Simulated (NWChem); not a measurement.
The numbers come from NWChem runs, not from measurements. System: O (-1), charge -1, spin multiplicity 2. Its SCF solution wasn't tested for a lower state. Level: UMP2/def2-TZVPD, 1 core orbitals frozen.

Input file:

```
start mol
memory heap 200 mb stack 900 mb global 1100 mb
charge -1
geometry units angstroms nocenter noautoz
  O      0.000000     0.000000     0.000000
  symmetry group D2h
end
basis spherical
  * library def2-tzvpd
end
scf
  uhf
  nopen 1
  maxiter 100
  thresh 1e-7
  semidirect memsize 60000000 filesize 0
  # guess.movecs holds the orbitals of an unrestricted PBE0 run
  vectors input guess.movecs output mol.movecs
end
mp2
  freeze core 1
end
task mp2 energy
```

Output (cleaned and shortened):

```
             Northwest Computational Chemistry Package (NWChem) 7.3.0
             --------------------------------------------------------

                                NWChem Input Module
                                -------------------

 Scaling coordinates for geometry "geometry" by  1.889725989
 (inverse scale =  0.529177249)

                             Geometry "geometry" -> ""
                             -------------------------

 Output coordinates in angstroms (scale by  1.889725989 to convert to a.u.)

  No.       Tag          Charge          X              Y              Z
 ---- ---------------- ---------- -------------- -------------- --------------
    1 O                    8.0000     0.00000000     0.00000000     0.00000000

 Effective nuclear repulsion energy (a.u.)       0.0000000000

            Nuclear Dipole moment (a.u.)
            ----------------------------
        X                 Y               Z
 ---------------- ---------------- ----------------
     0.0000000000     0.0000000000     0.0000000000

      Symmetry information
      --------------------

 Group name             D2h
 Group number             26
 Group order               8
 No. of unique centers     1

      Symmetry unique atoms

     1


 Summary of "ao basis" -> "" (spherical)
 ------------------------------------------------------------------------------
       Tag                 Description            Shells   Functions and Types
 ---------------- ------------------------------  ------  ---------------------
 *                         def2-tzvpd                 on all atoms

 Summary of "ao basis" -> "ao basis" (spherical)
 ------------------------------------------------------------------------------
       Tag                 Description            Shells   Functions and Types
 ---------------- ------------------------------  ------  ---------------------
 O                         def2-tzvpd               14       40   6s4p3d1f

                                 NWChem SCF Module
                                 -----------------

  ao basis        = "ao basis"
  functions       =    40
  atoms           =     1
  alpha electrons =     5
  beta  electrons =     4
  charge          =  -1.00
  wavefunction    = UHF
  use symmetry    = T
  symmetry adapt  = T

 Summary of "ao basis" -> "ao basis" (spherical)
 ------------------------------------------------------------------------------
       Tag                 Description            Shells   Functions and Types
 ---------------- ------------------------------  ------  ---------------------
 O                         def2-tzvpd               14       40   6s4p3d1f

      Symmetry analysis of basis
      --------------------------

        ag         12
        au          1
        b1g         3
        b1u         6
        b2g         3
        b2u         6
        b3g         3
        b3u         6

 Forming initial guess at       0.0s

   Symmetry analysis of molecular orbitals - initial alpha
   -------------------------------------------------------

  Numbering of irreducible representations:

     1 ag          2 au          3 b1g         4 b1u         5 b2g
     6 b2u         7 b3g         8 b3u

  Orbital symmetries:

     1 ag          2 ag          3 b3u         4 b2u         5 b1u
     6 b3u         7 b1u         8 b2u         9 ag         10 ag
    11 b1g        12 b2g        13 ag         14 b3g        15 b3u

   Symmetry analysis of molecular orbitals - initial beta
[...]
  --------------------------------------

    Atom       Charge   Shell Charges
 -----------   ------   -------------------------------------------------------
    1 O    8     9.00   0.79  1.18  0.60  0.96  0.43  0.03  1.73  1.82  1.18  0.27  0.00  0.00  0.00  0.00

  Mulliken analysis of the alpha density
  --------------------------------------

    Atom       Charge   Shell Charges
 -----------   ------   -------------------------------------------------------
    1 O    8     5.00   0.40  0.59  0.31  0.49  0.20  0.01  1.10  1.14  0.66  0.10  0.00  0.00  0.00  0.00

   Mulliken analysis of the beta density
   -------------------------------------

    Atom       Charge   Shell Charges
 -----------   ------   -------------------------------------------------------
    1 O    8     4.00   0.40  0.59  0.29  0.47  0.23  0.02  0.63  0.68  0.52  0.17  0.00  0.00  0.00  0.00

   Mulliken analysis of the spin density
   -------------------------------------

    Atom       Charge   Shell Charges
 -----------   ------   -------------------------------------------------------
    1 O    8     1.00   0.00 -0.00  0.02  0.02 -0.03 -0.01  0.47  0.46  0.14 -0.07 -0.00 -0.00 -0.00  0.00

       Multipole analysis of the density wrt the origin
       ------------------------------------------------

     L   x y z        total         alpha         beta         nuclear
     -   - - -        -----         -----         ----         -------
     0   0 0 0     -1.000000     -5.000000     -4.000000      8.000000

     1   1 0 0      0.000000      0.000000      0.000000      0.000000
     1   0 1 0     -0.000000      0.000000     -0.000000      0.000000
     1   0 0 1     -0.000000      0.000000     -0.000000      0.000000

     2   2 0 0     -5.249637     -3.178791     -2.070846      0.000000
     2   1 1 0     -0.000000      0.000000     -0.000000      0.000000
     2   1 0 1     -0.000000      0.000000     -0.000000      0.000000
     2   0 2 0     -6.941018     -3.304101     -3.636918      0.000000
     2   0 1 1      0.000000     -0.000000      0.000000      0.000000
     2   0 0 2     -6.941018     -3.304101     -3.636918      0.000000

                   NWChem MP2 Semi-direct Energy/Gradient Module
                   ---------------------------------------------

  Basis functions       =     40
  Molecular orbitals    =     40
  Frozen core           =      1
  Frozen virtuals       =      0
  Active alpha occupied =      4
  Active beta occupied  =      3
  Active alpha virtual  =     35
  Active beta virtual   =     36
  Use MO symmetry       = T
  Use skeleton AO sym   = T

  AO/Fock/Back tols     =   1.0D-09  1.0D-09  1.0D-09

 GA uses MA = F    GA memory limited = T

 Available:
  local mem=  1.26D+08
 global mem=  1.44D+08
 local disk=  0.00D+00
  mp2_memr nvloc                    35
  nvloc new                    35
   1 passes of   4:        3145728                      10261                    393115.
   1 passes of   4: M    126154612           G      144176000           F     123008884.

 Semi-direct pass number   1 of   1  for UHF alpha       at        0.1s
  vrange nnbf                   820
  mp2_eaftype                    10  avail_ma_in_mb                  1099
 EAF : mp2_eaftype filesize          10     196557.
  mp2_eaf for mointskh                     10
Node 0 wrote      0.9 Mb in      0.0 s     Agg I/O rate:  1748.9 Mb/s
 Done moints_semi at        0.2s
  mp2_eaftype                    10  avail_ma_in_mb                  1089
 EAF : mp2_eaftype filesize          10     196557.
  mp2_eaf for kh                    10
 Done maket at        0.2s
 Done multipass loop at        0.2s

 GA uses MA = F    GA memory limited = T

 Available:
  local mem=  1.26D+08
 global mem=  1.44D+08
 local disk=  0.00D+00
  mp2_memr nvloc                    36
  nvloc new                    36
   1 passes of   3:        3145728                       8661                    303899.
   1 passes of   3: M    126154612           G      144176000           F     123008884.

 Semi-direct pass number   1 of   1  for UHF beta        at        0.2s
  vrange nnbf                   820
  mp2_eaftype                    10  avail_ma_in_mb                  1099
 EAF : mp2_eaftype filesize          10     151949.
  mp2_eaf for mointskh                     10
Node 0 wrote      0.7 Mb in      0.0 s     Agg I/O rate:  3248.1 Mb/s
 Done moints_semi at        0.3s
  mp2_eaftype                    10  avail_ma_in_mb                  1089
 EAF : mp2_eaftype filesize          10     151949.
  mp2_eaf for kh                    10
 Done maket at        0.3s
 Done multipass loop at        0.3s

          -------------------------------------------
          SCF energy                 -74.794930251726
          Correlation energy          -0.213594755327
          Singlet pairs                0.000000000000
          Triplet pairs                0.000000000000
          Total MP2 energy           -75.008525007053
          -------------------------------------------

          ---------------------------------------------------
                    Spin Component Scaled (SCS) MP2
          Same spin pairs                     -0.053220812094
          Same spin scaling factor             0.333333333333
          Opposite spin pairs                 -0.160373943233
          Opposite spin scaling fact.          1.200000000000
          SCS-MP2 correlation energy          -0.210189002577
          Total SCS-MP2 energy               -75.005119254303
          ---------------------------------------------------

 -----------------------
 Performance information
 -----------------------

 Timer overhead =  9.65D-08 seconds/call

               Nr. of calls         CPU time (s)                 Wall time (s)                GFlops
             ---------------    -------------------     ------------------------------   -------------------
Name         Min   Avg   Max    Min     Avg     Max     Min     Avg     Max   Mx/calls   Min     Max     Sum
mp2: moin     2     2     2   0.15    0.15    0.15     0.15    0.15    0.15    7.72E-2   0.0     0.0     0.0
mp2: make     2     2     2   6.34E-3 6.34E-3 6.34E-3  6.34E-3 6.34E-3 6.34E-3 3.17E-3   0.0     0.0     0.0
mp2: tota     1     1     1   0.19    0.19    0.19     0.19    0.19    0.19    0.19      0.0     0.0     0.0

 The average no. of pstat calls per process was 5.00D+00
 with a timing overhead of 4.83D-07s

 Task  times  cpu:        0.3s     wall:        0.3s

 Total times  cpu:        0.3s     wall:        0.3s
```
